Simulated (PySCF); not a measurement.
Building multiplets from coupling constants

Atoms are numbered as in `[CH:1]#[C:2][CH2:3][C:4]#[N:5]`. Hydrogens are named by the atom that carries them.

PySCF 2.14 calculation with geometry from PBE0-D3(BJ)/def2-SVP, couplings computed with B3LYP/pcJ-1 and σ from GIAO-CAM-B3LYP/pcSseg-2; fast rotation and ring inversion assumed for equivalent nuclei, isolated molecule, one computed conformer, no relativistic terms.

δ = σ(ref) − σ, references computed at the same level: TMS for ¹H, ¹³C.

Spectrometer: 800 MHz for ¹H. First-order analysis; couplings under 1 Hz (under 4 Hz in carbon signals) are ignored, and nearly equal couplings are merged; the smaller ones broaden or split the lines further.

Task: What pattern does H(C3) show (¹H)?

Result: A doublet at δ 3.12: 4.2 Hz to H(C1) (1 × ¹H, 4 bonds away). Lines in Hz from the centre (relative intensity): +2.1 (1), -2.1 (1). The outer lines are 4.2 Hz apart, the sum of the couplings kept, or 0.005 ppm at this field.

Task: What pattern does H(C1) show (¹H)?

Result: A triplet at δ 2.00: 4.2 Hz to H(C3) (2 × ¹H, 4 bonds away). Lines in Hz from the centre (relative intensity): +4.2 (1), +0.0 (2), -4.2 (1). The outer lines are 8.4 Hz apart, the sum of the couplings kept, or 0.011 ppm at this field.

Task: What pattern does C3 show in the proton-coupled ¹³C spectrum?

Result: A triplet of doublets at δ 8.5: 143.0 Hz to H(C3) (2 × ¹H, 1 bond away), 4.4 Hz to H(C1) (1 × ¹H, 3 bonds away). Lines in Hz from the centre (relative intensity): +145.2 (1), +140.8 (1), +2.2 (2), -2.2 (2), -140.8 (1), -145.2 (1). The outer lines are 290.4 Hz apart, the sum of the couplings kept, or 1.444 ppm at this field.

Task: What pattern does C4 show in the proton-coupled ¹³C spectrum?

Result: A triplet at δ 123.4: 12.2 Hz to H(C3) (2 × ¹H, 2 bonds away). Lines in Hz from the centre (relative intensity): +12.2 (1), +0.0 (2), -12.2 (1). The outer lines are 24.4 Hz apart, the sum of the couplings kept, or 0.121 ppm at this field.
